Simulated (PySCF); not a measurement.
## Carbon: a sound run and one with changed settings

Sound run: C [He] 2s2 2p2, C⁺ [He] 2s2 2p1. Computed with PySCF 2.14 in x2c-TZVPall (5s3p2d1f, 31 functions), with scalar relativity by spin-free X2C-1e. The sound run starts from symmetry-adapted Hartree-Fock orbitals and uses a fine grid where one is needed.

Changed run: initial guess minao, at most 5 SCF cycles. This setting is unsound on purpose.

```json
{"species": "C", "method": "UHF", "sound run (hartree)": "-37.70744", "changed run (hartree)": "-37.70744", "converged": "no"}
{"species": "C", "method": "LDA", "sound run (hartree)": "-37.48220", "changed run (hartree)": "-37.48220", "converged": "no"}
{"species": "C", "method": "M06-2X", "sound run (hartree)": "-37.85825", "changed run (hartree)": "-37.85825", "converged": "no"}
{"species": "C⁺", "method": "UHF", "sound run (hartree)": "-37.31066", "changed run (hartree)": "-37.31066", "converged": "no"}
{"species": "C⁺", "method": "LDA", "sound run (hartree)": "-37.05304", "changed run (hartree)": "-37.05304", "converged": "no"}
{"species": "C⁺", "method": "M06-2X", "sound run (hartree)": "-37.44261", "changed run (hartree)": "-37.44261", "converged": "no"}
```

The SCF was stopped early; the energies are upper bounds that still move, and correlated levels were skipped or rest on poor orbitals.
